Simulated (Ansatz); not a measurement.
## Al–Al–NH⁺, doublet in cc-pVDZ: errors against UCCSDT(Q)

Geometry: that of the Al–Al–NH, singlet, kept fixed.

```tsv
atom	x (Å)	y (Å)	z (Å)
Al	0.0000	0.0000	-3.1306
Al	0.0000	0.0000	-0.3812
N	0.0000	0.0000	1.2559
H	0.0000	0.0000	2.2559
```

Basis cc-pVDZ; Ansatz 0.2.0. Only valence electrons are correlated (noble-gas cores frozen), which leaves 11 electrons in 44 orbitals. Prefix R: restricted or restricted open-shell reference; prefix U: unrestricted. Active spaces: frontier = (9e, 9o) about the gap.

Full CI isn't at hand for all of this; UCCSDT(Q) serves as the reference, and is uncertain by about the last step of the cluster series. The frozen core follows each run's orbitals, which can shift R against U totals by a few meV.

For open shells CISD is restricted-active-space CI with the open shells as a complete middle space.

- UHF ⟨S²⟩: 0.916
- ⟨S²⟩ of the determinant under UCCSD: 0.762
- T1 diagnostic (RCCSD): 0.0216
- largest doubles amplitude (RCCSD): 0.080
- T1 diagnostic (UCCSD): 0.0185

```csv
level,E − E(RHF) (eV)
RMP2,-5.7615
UMP2,-5.7615
RCCSD,-6.8269
UCCSD,-6.8290
RCCSD(T),-7.0023
UCCSD(T),-7.0026
```

Question: Estimate how far UCCSDT(Q) in cc-pVDZ lies from RCCSD(T). The table doesn't fix it; the size of (T) and the diagnostics are the guide.

Answer: UCCSDT(Q) in cc-pVDZ lies 49 meV below RCCSD(T), which is 28 % of the (T) step (-175 meV). The diagnostics give no warning, yet the rest is a sizeable part of (T). The miss exceeds 1 kcal/mol.

The other levels:

```tsv
level	E − E(UCCSDT(Q)) (meV)	share of correlation (%)	wall time
CISD	905	87.16	17 s
BCCD(T)	49	99.31	33 s
RCCSDT	17	99.76	–
UCCSDT	16	99.77	–
RCCSDT(Q)	2	99.97	2.6 min
CASSCF (frontier space)	4531	35.74	–
MRCISD (frontier space)	477	93.24	–
MRCISD+Q (frontier space)	45	99.37	2 min
```

The correlation energy at UCCSDT(Q), counted from RHF, is -7.052 eV. That run took 3.3 min on 1 thread of Intel Xeon, shared host.

Run but not shown, since their state or frozen core can't be matched to the reference's or they repeat it: UHF.

Times hold each run's SCF and search for its determinant on a shared host, so for small cases they say little of a method's own cost; they ran on 1 thread of Intel Xeon.
